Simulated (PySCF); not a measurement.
C4H4N2, SMILES c1cnccn1, point group D2h.

Force field and properties: PBE0/pcSseg-1 (PySCF, grid level 2). Vibrational terms come from second-order perturbation theory with semi-diagonal cubic constants, by steps of ±0.6 along the normal coordinates of each isotopologue. The parent has the commonest isotopes.

Equilibrium geometry (Å):

```
atom        x        y        z
  C1   1.1427  -0.6734  -0.0617
  C2   1.1200   0.7149   0.0292
  N3  -0.0193   1.3995   0.0825
  C4  -1.1356   0.6771   0.0437
  C5  -1.1129  -0.7112  -0.0473
  N6   0.0264  -1.3957  -0.1005
  H7   2.0861  -1.2174  -0.1044
  H8   2.0452   1.2902   0.0600
  H9  -2.0790   1.2211   0.0863
 H10  -2.0380  -1.2864  -0.0780
```

Question: How much do zero-point and thermal motion change the parent's shieldings?

Answer: 
| atom | σe (ppm) | anharmonic part, 0 K | harmonic part, 0 K | Δσ at 0 K | Δσ at 500 K | Δσ at 700 K |
| --- | --- | --- | --- | --- | --- | --- |
| C1 | 33.96 | -1.19 | -2.28 | -3.48 | -3.58 | -3.87 |
| N3 | -114.94 | -2.91 | -4.91 | -7.82 | -8.27 | -9.23 |
| H7 | 22.72 | -0.12 | -0.28 | -0.40 | -0.41 | -0.44 |

Question: And the bond lengths, in the parent and with ¹⁵N at 3?

Answer: 
```json
{"bond": "C1–C2", "re (Å)": "1.3915", "⟨r⟩ at 0 K": "1.3994", "between mean positions": "1.3971", "⟨r⟩, labelled": "1.3994"}
{"bond": "C2–N3", "re (Å)": "1.3302", "⟨r⟩ at 0 K": "1.3366", "between mean positions": "1.3342", "⟨r⟩, labelled": "1.3365"}
{"bond": "C1–H7", "re (Å)": "1.0898", "⟨r⟩ at 0 K": "1.1104", "between mean positions": "1.0947", "⟨r⟩, labelled": "1.1104"}
```

The study (163 SCF points, 122 basis functions) took 42 min on 1 thread of Intel Xeon Platinum 8175M @ 2.50GHz, on a host shared with other jobs (rough), peak memory 0.62 GiB, launched as `OMP_NUM_THREADS=1 python ens_run.py task.json out`.
